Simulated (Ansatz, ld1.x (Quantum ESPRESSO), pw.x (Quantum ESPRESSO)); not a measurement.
## What a changed setting does to a pw.x run (bcc Al)

Potential: norm-conserving Troullier–Martins (Kleinman–Bylander form), ld1.x (Quantum ESPRESSO) 7.5, PBEsol; core [Ne], reference 3s1.5 3p1.5; waves: 3p (bound): rc 1.44 bohr; 3d channel at 0.25 Ry: rc 1.85 bohr; 3s (bound): rc 2.10 bohr; local part: the s channel; core correction: none.

The reference run (k-mesh 14³, cutoffs 85/340 Ry, Fermi–Dirac 0.01 Ry, mixing_beta 0.4, conv_thr 1e-9, no spin) gives -0.39 GPa at 16.575 Å³/atom, where all-electron LAPW gives 0.16 GPa. This run, with its own iteration cap, changes smearing to mp.

```
&control
  calculation='scf', prefix='x', pseudo_dir='./', outdir='./tmp', tstress=.true., disk_io='none'
/
&system
  ibrav=0, nat=1, ntyp=1, ecutwfc=85, ecutrho=340, nbnd=8,
  occupations='smearing', smearing='mp', degauss=0.01
/
&electrons
  conv_thr=1e-09, mixing_beta=0.4, electron_maxstep=70
/
ATOMIC_SPECIES
Al 1.0 Al.UPF
CELL_PARAMETERS angstrom
  -1.60619344 1.60619344 1.60619344
  1.60619344 -1.60619344 1.60619344
  1.60619344 1.60619344 -1.60619344
ATOMIC_POSITIONS crystal
Al 0.0000 0.0000 0.0000
K_POINTS automatic
14 14 14 0 0 0
```

```bash
pw.x < Al.scf.in > Al.scf.out
```

**Question.** How does the run end?

**Answer.** It converges in 6 iterations; the free energy moves by +12.2 meV/atom and the pressure by +0.06 GPa. This scheme is built to cancel the term in the square of the width that Fermi–Dirac smearing leaves in the F of a metal.

```
Message from routine setup:
     using ibrav=0 with symmetry is DISCOURAGED, use correct ibrav instead
     lattice parameter (alat)  =       5.2572  a.u.
     unit-cell volume          =     111.8536 (a.u.)^3
     number of electrons       =         3.00
     number of Kohn-Sham states=            8
     kinetic-energy cutoff     =      85.0000  Ry
     charge density cutoff     =     340.0000  Ry
     scf convergence threshold =      1.0E-09
     Exchange-correlation= PBESOL
     number of k points=   104  Methfessel-Paxton smearing, width (Ry)=  0.0100
     iteration #  1     ecut=    85.00 Ry     beta= 0.40
     total energy              =      -4.16269590 Ry
     estimated scf accuracy    <       0.00323411 Ry
     iteration #  2     ecut=    85.00 Ry     beta= 0.40
     total energy              =      -4.16258115 Ry
     estimated scf accuracy    <       0.00106764 Ry
     iteration #  3     ecut=    85.00 Ry     beta= 0.40
     total energy              =      -4.16261098 Ry
     estimated scf accuracy    <       0.00000140 Ry
     iteration #  4     ecut=    85.00 Ry     beta= 0.40
     c_bands:  1 eigenvalues not converged
     total energy              =      -4.16261999 Ry
     estimated scf accuracy    <       0.00000039 Ry
     iteration #  5     ecut=    85.00 Ry     beta= 0.40
     total energy              =      -4.16262000 Ry
     estimated scf accuracy    <       0.00000001 Ry
     iteration #  6     ecut=    85.00 Ry     beta= 0.40
     the Fermi energy is     7.8495 ev
!    total energy              =      -4.16262001 Ry
     estimated scf accuracy    <          1.8E-11 Ry
     smearing contrib. (-TS)   =      -0.00007471 Ry
     The total energy is F=E-TS. E is the sum of the following terms:
     one-electron contribution =       2.82563559 Ry
     hartree contribution      =       0.00425051 Ry
     xc contribution           =      -1.59700572 Ry
     ewald contribution        =      -5.39542568 Ry
     convergence has been achieved in   6 iterations
          total   stress  (Ry/bohr**3)                   (kbar)     P=       -3.26
     Message from routine punch:
     Nothing written, as per user request (disk_io='none')
```

The run took about 15 s on one core of a shared host (Neoverse-N1, 64 threads, 498 GiB, load 29).
